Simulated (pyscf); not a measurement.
Elementary routes open to H₂B–Cl (SMILES BCl) + H₂O (SMILES O) in the gas phase (singlet surface):
A. H₂B–OH (SMILES BO) + HCl (SMILES Cl) (B–Cl, H–O broken; B–O, Cl–H formed)
B. HO–BH–Cl (SMILES OBCl) + H₂ (SMILES [H][H]) (B–H, H–O broken; B–O, H–H formed)

Structures and frequencies: ωB97X-D3(BJ)/def2-SVP in PySCF.

Rank the routes by free-energy barrier at 1200 K, lowest first, for ωB97M-D3(BJ)/def2-TZVP energies (ideal gas, 1 atm, RRHO with modes under 100 cm⁻¹ raised to 100, one conformer, R ln 2 for chiral ones without a mode under 150 cm⁻¹).

A (44.4 kcal/mol), B (54.0 kcal/mol)

Route A is the fastest of these, ahead of the next by 9.6 kcal/mol. The most stable products are those of B (ΔG = -27.8 kcal/mol), whose barrier is 9.6 kcal/mol higher: the kinetic and the thermodynamic product differ. At 298 K A is still the fastest. A: On the reactant side the descent ends in an adduct with a B–O contact, 14.6 kcal/mol under the separated species and 19.8 kcal/mol under the saddle at ωB97X-D3(BJ)/def2-TZVP. On the product side the descent ends in a complex, 4.7 kcal/mol under the separated species and 21.3 kcal/mol under the saddle at ωB97X-D3(BJ)/def2-TZVP. B: On the reactant side the descent ends in an adduct with a B–O contact, 14.6 kcal/mol under the separated species and 27.5 kcal/mol under the saddle at ωB97X-D3(BJ)/def2-TZVP. Only these routes are compared; each barrier is that of the saddle found, and lower ones may exist.
